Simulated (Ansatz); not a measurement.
BN₂. The state is a doublet with charge 0. Geometry r2SCAN-D4/def2-TZVP; atoms count from 1.

```xyz
3

B     0.133   -0.151   -0.487
N    -1.044    0.303   -0.094
N     0.910   -0.152    0.581
```

Another isomer (doublet) lies 1.59 eV lower at PBE0-D4/def2-TZVP; other spin states weren't run for this one.

**Question.** Estimate the Mulliken populations from the PBE0/def2-TZVP orbitals of Ansatz.

**Answer.** 
| atom | charge (e) | spin (α − β) |
| --- | --- | --- |
| B1 | -0.07 | -0.27 |
| N2 | 0.03 | 0.63 |
| N3 | 0.03 | 0.63 |
Mulliken values and Mayer orders depend strongly on the basis.

**Question.** Where does the spin sit?

**Answer.** Summed by element: B -0.27, N 1.27, of 1 unpaired in all. Largest on single atoms: N2 0.63, N3 0.63, B1 -0.27.

**Question.** And the Mayer bond orders between bonded heavy atoms (over 0.3)?

**Answer.** B1–N2 1.87 (1.32 Å); B1–N3 1.87 (1.32 Å). Values over 0.3 also appear between atoms too far apart for a bond (N2–N3 0.70 at 2.12 Å); they arise where an orbital or an unpaired electron spreads over both atoms.
